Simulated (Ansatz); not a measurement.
## Tantalum (bcc) across density functionals

All rows: Ansatz, plane waves with scalar-relativistic PAW, 420 eV (500 eV for the SCAN forms), relaxed under each functional, no dispersion correction, no zero-point motion. B₀ comes from uniform scaling at fixed shape; a dash is a value not given.

The measured cell (COD entry 9008552) has a = 3.306 Å, 18.06 Å³/atom.

```json
{"functional": "PBE", "V (Å³/atom)": "18.32", "cell": "a = 3.321 Å", "B₀ (GPa)": "194", "magnetic state": "spin not included"}
{"functional": "r²SCAN", "V (Å³/atom)": "18.08", "cell": "a = 3.307 Å", "B₀ (GPa)": "202", "magnetic state": "spin not included"}
{"functional": "PBEsol", "V (Å³/atom)": "17.71", "cell": "a = 3.284 Å", "B₀ (GPa)": "206", "magnetic state": "spin not included"}
{"functional": "LDA", "V (Å³/atom)": "17.25", "cell": "a = 3.255 Å", "B₀ (GPa)": "217", "magnetic state": "spin not included"}
{"functional": "revPBE", "V (Å³/atom)": "18.55", "cell": "a = 3.335 Å", "B₀ (GPa)": "189", "magnetic state": "spin not included"}
{"functional": "RPBE", "V (Å³/atom)": "18.64", "cell": "a = 3.341 Å", "B₀ (GPa)": "187", "magnetic state": "spin not included"}
{"functional": "BLYP", "V (Å³/atom)": "18.89", "cell": "a = 3.356 Å", "B₀ (GPa)": "181", "magnetic state": "spin not included"}
```

LDA gives the smallest volume and BLYP the largest.
